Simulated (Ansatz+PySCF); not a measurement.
Two shapes of quartet H₂NO in separate pieces.

Shape 1:

```xyz
4

O     0.0000    0.0000   -0.1085
H     0.0000    0.0000    0.8679
N    30.0000    0.0000   -0.4711
H    30.0000    0.0000    3.2974
```

Shape 2:

```xyz
4

O     0.0000    0.0000   -0.2387
H     0.0000    0.0000    1.9095
N    30.0000    0.0000   -0.1963
H    30.0000    0.0000    1.3739
```

Basis set: 6-31G (spherical functions). Correlated methods keep 2 orbitals frozen. Charge 0, multiplicity 4.

Computed with Ansatz (development build ahead of 0.2.0); each method stands on the lowest determinant of its kind that the runs found.

Which shape is lower in energy, and by how much in each method?

| method | E(2) − E(1) (eV) |
| --- | --- |
| UHF | 2.087 |
| UHF-MP2 | 2.749 |
| UHF-CCSD | 2.092 |
| UHF-CCSD(T) | 2.032 |

Shape 1 is lower. Caution: the unrestricted determinant is a mixture of spin states; the determinant breaks the point group. Caution for UHF-MP2, UHF-CCSD, UHF-CCSD(T): bonds are stretched, where a single reference can fail; large amplitudes, a single reference is doubtful. Caution for UHF-MP2: forces differ strongly between restricted and unrestricted references.
